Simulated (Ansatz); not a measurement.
```yaml
crystal:
  periodic: [false, false, false]
  atoms:
    - {symbol: C, position_ang: [-0.123663, 1.523055, 0.162105]}
    - {symbol: C, position_ang: [0.003761, 0.208531, 0.043176]}
    - {symbol: C, position_ang: [0.894250, -0.623265, 0.908934]}
    - {symbol: C, position_ang: [-0.746611, -0.570548, -0.987019]}
    - {symbol: F, position_ang: [-1.553370, 0.221220, -1.770494]}
    - {symbol: H, position_ang: [0.429842, 2.070068, 0.916562]}
    - {symbol: H, position_ang: [-0.781687, 2.083905, -0.489127]}
    - {symbol: H, position_ang: [0.323299, -1.388061, 1.445993]}
    - {symbol: H, position_ang: [1.413169, -0.007587, 1.643468]}
    - {symbol: H, position_ang: [1.646166, -1.150812, 0.312575]}
    - {symbol: H, position_ang: [-1.381285, -1.324383, -0.503898]}
    - {symbol: H, position_ang: [-0.046672, -1.097123, -1.648275]}
basis:
  gaussian: {orbitals: cc-pVDZ}
hamiltonian: {xc: {name: PBEsol}, dispersion: d4}
multiplicity: 3
output: {forces: true}
```

```sh
$ ansatz run in.yaml --threads 4 --pin off --events-out ev --progress --plain --max-ram 10444MiB
```

**Question.** How does Ansatz answer? (Estimate.)

**Answer.** Computed: The program refused the input.
```
Error: YAML parse error: error: line 19 column 1: unknown field `multiplicity`, expected one of crystal, accuracy, basis, kpoints, hamiltonian, magnetization, projection, total_charge, correlation, batch, efield, external_charges, scf, relax, neb, saddle, md, ramp, phonons, dielectric, real_time, elastic, magnetic_configurations, gw, evaluate, workflow, output, checkpoint, execution
17 |   gaussian: {orbitals: cc-pVDZ}
18 | hamiltonian: {xc: {name: PBEsol}, dispersion: d4}
19 | multiplicity: 3
20 | output: {forces: true}
```
